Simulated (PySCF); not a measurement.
Calculated NMR data

PySCF calculation with σ from GIAO-PBE0/pcSseg-1, B3LYP/pcJ-1 coupling constants (spin–dipole term left out of most H,H and C,H couplings) and PBE0-D3(BJ)/def2-SVP structure; rapidly exchanging positions averaged, no solvent, no relativistic terms, one conformer.

Shifts are taken against calculated references (same method and geometry level): TMS for ¹H, ¹³C. Multiplet labels drop J under 1 Hz and among equivalent protons, and merge close values. Unscaled 3J(H,H) run several per cent high. Shifts are as computed. Against solution values, carbons near 30 ppm lie about +2 ppm off and those near 130 ppm about +5 ppm. Of 1211 compounds with measured shifts, 218 miss one by over three times the rms of a fit or turn the order of signals round; such compounds aren't used in these exercises.

**1.** `CC(=O)C1CC1`, C5H8O. ¹H NMR (400 MHz, computed): δ 2.24 (s, 3H), 1.53 (tt, J = 8.7, 4.9 Hz, 1H), 0.97 (m, 2H), 0.75 (m, 2H). ¹³C{¹H} NMR (computed): δ 211.2, 33.0, 20.8, 13.7.

**2.** 2-ethylacrolein (C=C(C=O)CC, C5H8O). ¹H NMR (400 MHz, computed): δ 9.48 (s, 1H), 6.52 (q, J = 1.4 Hz, 1H), 6.02 (d, J = 1.7 Hz, 1H), 2.20 (qd, J = 8.5, 1.3 Hz, 2H), 1.07 (t, J = 8.5 Hz, 3H). ¹³C{¹H} NMR (computed): δ 197.0, 160.7, 142.3, 27.1, 16.0.
